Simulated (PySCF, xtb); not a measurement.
ethylene (C2H4), SMILES C=C. Atoms are numbered in the order given.

```xyz
6

C      0.0000     0.0000    -0.6628
C      0.0000     0.0000     0.6628
H      0.0000    -0.9234    -1.2322
H      0.0000     0.9234    -1.2322
H      0.0000     0.9234     1.2322
H      0.0000    -0.9234     1.2322
```
Charge 0, spin multiplicity 1.

Geometry: r2SCAN-D4/def2-TZVP.

These are PySCF 2.14.0 with IEF-PCM-PBE0/def2-TZVPD values and carry that method's errors.

The values are the electrostatic part of the solvation free energy, E(continuum) − E(gas) at the gas-phase geometry, in a cavity of scaled van der Waals radii (PySCF's table); cavitation and dispersion terms are not included. In vacuum the orbital gap is 7.95 eV. The dipole moment in vacuum is 0.00 D.

Computed values in water (ε = 78.36), dichloromethane (ε = 8.93), ethanol (ε = 24.85):
```tsv
solvent	ε	ΔG(elec) (kcal/mol)	dipole (D)	gap (eV)
water	78.36	-1.4	0.00	7.98
dichloromethane	8.93	-1.2	0.00	7.98
ethanol	24.85	-1.4	0.00	7.98
```

For comparison, GFN2-xTB/ALPB(water) (xtb, at the GFN2-xTB geometry, all terms of that model) gives -0.1 kcal/mol.
